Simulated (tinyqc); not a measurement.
Inside a calculation (part 2 of 2). Method: UHF in the sto-3g basis, for OH+, spin multiplicity 3. Computed by tinyqc, a small Python program that keeps every step (integrals from PySCF). Command: `OMP_NUM_THREADS=1 python tinyqc.py 30733 30734 out.jsonl` (the two numbers bound the seeds that draw the settings). One thread of a shared host (Intel(R) Xeon(R) Processor @ 2.60GHz), about 0.1 s of CPU time with the checks.

Geometry (angstrom):
```
atom         x         y         z
O     0.000000  0.000000  0.000000
H     0.000000  0.000000  0.964000
```

## Iteration 19 (converged): orbitals

converged F(alpha) (hartree):
```
             1O 1s      1O 2s     1O 2px     1O 2py     1O 2pz      2H 1s
1O 1s   -21.194741  -5.402305   0.000000   0.000000  -0.021829  -1.231140
1O 2s    -5.402305  -3.246312   0.000000   0.000000  -0.145757  -1.323129
1O 2px    0.000000   0.000000  -1.213526   0.000000   0.000000   0.000000
1O 2py    0.000000   0.000000   0.000000  -1.213526   0.000000   0.000000
1O 2pz   -0.021829  -0.145757   0.000000   0.000000  -1.152560  -0.782907
2H 1s    -1.231140  -1.323129   0.000000   0.000000  -0.782907  -1.018204
```

converged F(beta) (hartree):
```
             1O 1s      1O 2s     1O 2px     1O 2py     1O 2pz      2H 1s
1O 1s   -21.141483  -5.324368   0.000000   0.000000  -0.021104  -1.210775
1O 2s    -5.324368  -2.866124   0.000000   0.000000  -0.118886  -1.221169
1O 2px    0.000000   0.000000  -0.278762   0.000000   0.000000   0.000000
1O 2py    0.000000   0.000000   0.000000  -0.278762   0.000000   0.000000
1O 2pz   -0.021104  -0.118886   0.000000   0.000000  -1.017517  -0.768634
2H 1s    -1.210775  -1.221169   0.000000   0.000000  -0.768634  -1.034119
```

X:
```
            1O 1s      1O 2s    1O 2px    1O 2py     1O 2pz      2H 1s
1O 1s    1.023161  -0.133938  0.000000  0.000000  -0.009122   0.024227
1O 2s   -0.133938   1.143209  0.000000  0.000000   0.098784  -0.320457
1O 2px   0.000000   0.000000  1.000000  0.000000   0.000000   0.000000
1O 2py   0.000000   0.000000  0.000000  1.000000   0.000000   0.000000
1O 2pz  -0.009122   0.098784  0.000000  0.000000   1.080456  -0.261854
2H 1s    0.024227  -0.320457  0.000000  0.000000  -0.261854   1.198026
```

Diagonalise F' = X^T F X, C = X C', fill 5 alpha and 3 beta electrons from the bottom; D(s) = C_occ C_occ^T. Each column has its largest component positive (the first on a tie).

F' = X^T F X (alpha) (hartree):
```
            1          2          3          4          5          6
1  -20.818215  -2.694104   0.000000   0.000000  -0.038754  -0.181588
2   -2.694104  -2.203337   0.000000   0.000000   0.031091  -0.554560
3    0.000000   0.000000  -1.213526   0.000000   0.000000   0.000000
4    0.000000   0.000000   0.000000  -1.213526   0.000000   0.000000
5   -0.038754   0.031091   0.000000   0.000000  -0.964116  -0.535593
6   -0.181588  -0.554560   0.000000   0.000000  -0.535593  -0.390855
```

orbital energies (alpha) (hartree): MO1 -21.203560, MO2 -2.011390, MO3 -1.213526, MO4 -1.213526, MO5 -1.213181, MO6 0.051608

coefficients C (alpha):
```
              MO1        MO2        MO3       MO4        MO5        MO6
1O 1s    0.994330  -0.253843   0.000000  0.000000   0.073064   0.083669
1O 2s    0.024503   0.969515   0.000000  0.000000  -0.363544  -0.603814
1O 2px   0.000000   0.000000   0.766257  0.642534   0.000000   0.000000
1O 2py   0.000000   0.000000  -0.642534  0.766257   0.000000   0.000000
1O 2pz   0.003784   0.157745   0.000000  0.000000   0.817392  -0.743483
2H 1s   -0.006738   0.080131   0.000000  0.000000   0.327256   1.222109
```

F' = X^T F X (beta) (hartree):
```
            1          2          3          4          5          6
1  -20.776605  -2.667083   0.000000   0.000000  -0.041883  -0.181493
2   -2.667083  -1.797498   0.000000   0.000000   0.080386  -0.545186
3    0.000000   0.000000  -0.278762   0.000000   0.000000   0.000000
4    0.000000   0.000000   0.000000  -0.278762   0.000000   0.000000
5   -0.041883   0.080386   0.000000   0.000000  -0.811517  -0.550694
6   -0.181493  -0.545186   0.000000   0.000000  -0.550694  -0.448134
```

orbital energies (beta) (hartree): MO1 -21.147474, MO2 -1.678609, MO3 -1.106579, MO4 -0.278762, MO5 -0.278762, MO6 0.098906

coefficients C (beta):
```
              MO1        MO2        MO3        MO4       MO5        MO6
1O 1s    0.995403  -0.233656   0.103191   0.000000  0.000000   0.096940
1O 2s    0.020027   0.874145  -0.495920   0.000000  0.000000  -0.653336
1O 2px   0.000000   0.000000   0.000000   0.791438  0.611250   0.000000
1O 2py   0.000000   0.000000   0.000000  -0.611250  0.791438   0.000000
1O 2pz   0.003234   0.185556   0.760611   0.000000  0.000000  -0.795502
2H 1s   -0.005561   0.211089   0.370738   0.000000  0.000000   1.193766
```

D(alpha) after iteration 19:
```
            1O 1s      1O 2s    1O 2px    1O 2py     1O 2pz      2H 1s
1O 1s    1.058467  -0.248303  0.000000  0.000000   0.023442  -0.003130
1O 2s   -0.248303   1.072724  0.000000  0.000000  -0.144129  -0.041449
1O 2px   0.000000   0.000000  1.000000  0.000000   0.000000   0.000000
1O 2py   0.000000   0.000000  0.000000  1.000000   0.000000   0.000000
1O 2pz   0.023442  -0.144129  0.000000  0.000000   0.693027   0.280111
2H 1s   -0.003130  -0.041449  0.000000  0.000000   0.280111   0.113563
```

D(beta) after iteration 19:
```
            1O 1s      1O 2s    1O 2px    1O 2py     1O 2pz      2H 1s
1O 1s    1.056071  -0.235489  0.000000  0.000000   0.038351  -0.016601
1O 2s   -0.235489   1.010467  0.000000  0.000000  -0.214934   0.000555
1O 2px   0.000000   0.000000  0.000000  0.000000   0.000000   0.000000
1O 2py   0.000000   0.000000  0.000000  0.000000   0.000000   0.000000
1O 2pz   0.038351  -0.214934  0.000000  0.000000   0.612970   0.321138
2H 1s   -0.016601   0.000555  0.000000  0.000000   0.321138   0.182036
```

Within a degenerate level the vectors are fixed only up to a rotation; this is one choice.

## Convergence

Stop when the energy changes by less than 1e-10 hartree and every element of the error matrix X^T (F D S - S D F) X (for each spin) is below 3e-06.

Course of the cycle:
```
iteration   E (hartree)     change  largest element of the error matrix
1          -73.87509663          -                             2.92e-01
2          -74.02337894  -1.48e-01                             6.94e-02
3          -74.03419796  -1.08e-02                             1.75e-02
4          -74.03499494  -7.97e-04                             6.35e-03
5          -74.03509093  -9.60e-05                             3.23e-03
6          -74.03511521  -2.43e-05                             1.85e-03
7          -74.03512359  -8.38e-06                             1.10e-03
8          -74.03512667  -3.09e-06                             6.66e-04
9          -74.03512782  -1.15e-06                             4.06e-04
10         -74.03512825  -4.29e-07                             2.47e-04
11         -74.03512841  -1.60e-07                             1.51e-04
12         -74.03512847  -5.97e-08                             9.23e-05
13         -74.03512849  -2.23e-08                             5.64e-05
14         -74.03512850  -8.31e-09                             3.44e-05
15         -74.03512850  -3.10e-09                             2.10e-05
16         -74.03512851  -1.16e-09                             1.28e-05
17         -74.03512851  -4.32e-10                             7.85e-06
18         -74.03512851  -1.61e-10                             4.79e-06
19         -74.03512851  -6.02e-11                             2.93e-06
```

PySCF UHF in the same basis, after a stability check = -74.03512851 hartree

Converged in 19 iterations.

## Populations, bond orders and dipole

overlap S:
```
           1O 1s     1O 2s    1O 2px    1O 2py    1O 2pz     2H 1s
1O 1s   1.000000  0.236704  0.000000  0.000000  0.000000  0.053113
1O 2s   0.236704  1.000000  0.000000  0.000000  0.000000  0.470355
1O 2px  0.000000  0.000000  1.000000  0.000000  0.000000  0.000000
1O 2py  0.000000  0.000000  0.000000  1.000000  0.000000  0.000000
1O 2pz  0.000000  0.000000  0.000000  0.000000  1.000000  0.391078
2H 1s   0.053113  0.470355  0.000000  0.000000  0.391078  1.000000
```

Mulliken: Z minus the diagonal of D S on the atom; Loewdin: the same with S^(1/2) D S^(1/2); Mayer order: 2 sum_s sum (D(s) S)_ij (D(s) S)_ji over the two atoms.

Charges (e):
```
atom  Mulliken   Loewdin  Mulliken spin
1O    0.510451  0.625586       2.103559
2H    0.489549  0.374414      -0.103559
```

Mayer bond orders:
```
pair     order
2-1   0.749618
```

dipole moment about the origin, x y z (debye): 0.000000  0.000000  2.615787

<S^2> of the determinant (pure state: 2) = 2.008243
